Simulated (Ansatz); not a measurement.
**C4H7N: a ladder of functionals and wavefunction methods**

Aim: compute C4H7N with functionals from several rungs and with coupled cluster, and see how far each lands from CCSD(T) at the basis-set limit for the atomisation energy.

Method: functionals in def2-TZVPP, the program's frozen cores in correlated methods; program: Ansatz 0.2.0, Gaussian basis.

The runs, in order: LDA (SPW92), PBE-D4, revPBE-D4, BLYP-D4, r2SCAN-D4, B97M-V, PBE0-D4, B3LYP-D4, r2SCANh-D4, r2SCAN0-D4, HSE06-D4, BHLYP-D4, CAM-B3LYP-D4, LC-ωPBE, ωB97X-V, ωB97M-V, B2PLYP, PBE-QIDH; CCSD(T)/def2-SVP; CCSD(T)/def2-TZVPP; MP2/def2-QZVPP; extrapolation to the limit; RPA on PBE.

### 1 Structure used throughout

The geometry comes from an earlier relaxation with PBE0-D4 in a triple-zeta def2 set; it is a stationary point, not always the lowest conformer.

SMILES `NC1C=CC1`, 12 atoms, charge 0, spin multiplicity 1.

Atoms are counted from 1 here; the program's logs count them from 0.

Bond lengths: N1–C2 1.439 Å, N1–H6 1.012 Å, N1–H7 1.013 Å, C2–C3 1.509 Å, C2–C5 1.575 Å, C2–H8 1.096 Å, C3–C4 1.334 Å, C3–H9 1.084 Å, C4–C5 1.507 Å, C4–H10 1.084 Å, C5–H11 1.095 Å, C5–H12 1.094 Å. Angles: C2–N1–H6 111.3°, C2–N1–H7 110.7°, H6–N1–H7 107.9°, N1–C2–C3 116.2°, N1–C2–C5 121.3°, N1–C2–H8 108.2°, C3–C2–C5 85.5°, C3–C2–H8 112.9°, C5–C2–H8 111.3°, C2–C3–C4 94.3°, C2–C3–H9 131.6°, C4–C3–H9 134.1°, C3–C4–C5 94.8°, C3–C4–H10 133.1°, C5–C4–H10 132.0°, C2–C5–C4 85.2°, C2–C5–H11 116.4°, C2–C5–H12 112.9° and more.

### 2 LDA

This LDA is Slater exchange with PW92 correlation.

in.yaml reads:

```yaml
crystal:
  periodic: [false, false, false]
  atoms:
    - {symbol: N, position_ang: [-1.490154, 0.836470, 0.470315]}
    - {symbol: C, position_ang: [-0.472704, -0.181573, 0.455624]}
    - {symbol: C, position_ang: [0.909737, 0.250693, 0.878309]}
    - {symbol: C, position_ang: [1.494472, -0.172385, -0.243222]}
    - {symbol: C, position_ang: [0.213449, -0.634423, -0.888079]}
    - {symbol: H, position_ang: [-2.360780, 0.492732, 0.084711]}
    - {symbol: H, position_ang: [-1.202312, 1.638459, -0.077796]}
    - {symbol: H, position_ang: [-0.842157, -1.042126, 1.024119]}
    - {symbol: H, position_ang: [1.270629, 0.717445, 1.787956]}
    - {symbol: H, position_ang: [2.527283, -0.212164, -0.570444]}
    - {symbol: H, position_ang: [0.144315, -1.698926, -1.135688]}
    - {symbol: H, position_ang: [-0.114778, -0.049302, -1.751805]}
basis:
  gaussian: {orbitals: def2-TZVPP}
hamiltonian: {xc: lda}
output: {orbitals: {seedname: orbitals}}
```

Started as:

```console
ansatz run in.yaml --threads 4 --pin off --events-out ev --progress --plain --max-ram 10444MiB
```

After this run come: PBE-D4 (GGA); revPBE-D4 (GGA); BLYP-D4 (GGA); r2SCAN-D4 (meta-GGA); B97M-V (meta-GGA); B3LYP-D4 (hybrid); r2SCANh-D4 (hybrid); r2SCAN0-D4 (hybrid); HSE06-D4 (hybrid); BHLYP-D4 (hybrid); CAM-B3LYP-D4 (range-separated); LC-ωPBE (range-separated); ωB97X-V (range-separated); ωB97M-V (range-separated); B2PLYP (double hybrid); PBE-QIDH (double hybrid); CCSD(T) in def2-SVP; CCSD(T) in def2-TZVPP; MP2 in def2-QZVPP; RPA on PBE orbitals.

Q: Predict the results of all the runs planned. Wanted: atomisation energy, CCSD(T)/CBS; farthest beyond LDA; mean size of error, GGA; mean size of error, meta-GGA; mean size of error, hybrid; mean size of error, range-separated; mean size of error, double hybrid; gap, smallest and largest; T1 diagnostic.

As calculated:

| quantity | value |
| --- | --- |
| atomisation energy, CCSD(T)/CBS | 1168.0 kcal/mol |
| functionals within 5.8 kcal/mol (0.5 %) | BLYP-D4, r2SCAN-D4, B97M-V, B3LYP-D4, r2SCANh-D4, LC-ωPBE, ωB97X-V, PBE-QIDH |
| farthest beyond LDA | PBE-D4 (+38.3 kcal/mol) |
| mean size of error, GGA | 16.6 kcal/mol |
| mean size of error, meta-GGA | 2.5 kcal/mol |
| mean size of error, hybrid | 14.5 kcal/mol |
| mean size of error, range-separated | 5.9 kcal/mol |
| mean size of error, double hybrid | 5.0 kcal/mol |
| gap, smallest and largest | 4.43 eV (LDA (SPW92)), 12.05 eV (LC-ωPBE) |
| T1 diagnostic | 0.0100 |
| triples share of the correlation energy | 4.3 % |

The LDA atomisation energy is off by 182.7 kcal/mol (16 %): it overbinds. PBE-D4 is off by +38.3 kcal/mol. Double hybrids carry the basis error of their MP2 part in triple zeta, and no dispersion term here, so their miss is partly the set-up's. The rungs meta-GGA, double hybrid miss on average by less than the doubt on the reference (5.8 kcal/mol), so they tie. Misses under about 5.8 kcal/mol are within the doubt on the reference itself, which lacks core-valence correlation, relativity and higher excitations. Hartree-Fock recovers 72 % of the binding; the rest is correlation. CCSD(T) in def2-SVP is off by -52.3 kcal/mol, more than most functionals: a good method in a small basis is no reference. Orbital gaps span 4.4 to 12.1 eV; exact exchange widens them.
